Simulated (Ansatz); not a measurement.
Relaxation of CH5AlO (8 atoms, charge 0, multiplicity 1), to a largest force component of 0.03 eV/Å in at most 50 steps.

All numbers below come from RKS BLYP-D4/STO-3G (Ansatz 0.2.0).

```xyz
8
Properties=species:S:1:pos:R:3
Al -1.225 0.179 1.055
O 0.409 0.614 0.507
C 0.897 -0.053 -0.692
H -1.333 -0.873 0.006
H -1.918 0.822 2.226
H 0.271 -0.922 -1.037
H 0.962 0.668 -1.553
H 1.937 -0.436 -0.512
```

Problem. Where does it end, and by what steps?

Solution. The run converged. Limits of this set-up: minimal basis. After 6 steps the energy has fallen by 0.622 eV; H4 moved furthest, 0.52 Å.

| step | energy less start (eV) | largest force component (eV/Å) | accepted |
| --- | --- | --- | --- |
| 0 | 0.0000 | 2.487 | yes |
| 1 | -0.4417 | 1.012 | yes |
| 2 | -0.5839 | 0.386 | yes |
| 3 | -0.5826 | 0.523 | no |
| 4 | -0.6175 | 0.065 | yes |
| 5 | -0.6073 | 0.782 | no |
| 6 | -0.6222 | 0.018 | yes |

```xyz
8
Properties=species:S:1:pos:R:3
Al -1.170 0.103 0.953
O 0.383 0.667 0.493
C 0.950 -0.009 -0.691
H -1.801 -1.026 0.170
H -1.751 0.816 2.147
H 0.356 -0.881 -1.074
H 1.054 0.716 -1.541
H 1.979 -0.387 -0.456
```

Whether the end is a true minimum wasn't checked by a vibrational analysis.

Run time: 14 s on 1 thread of AMD EPYC (Zen 3) (shared host), peak memory 0.12 GiB.
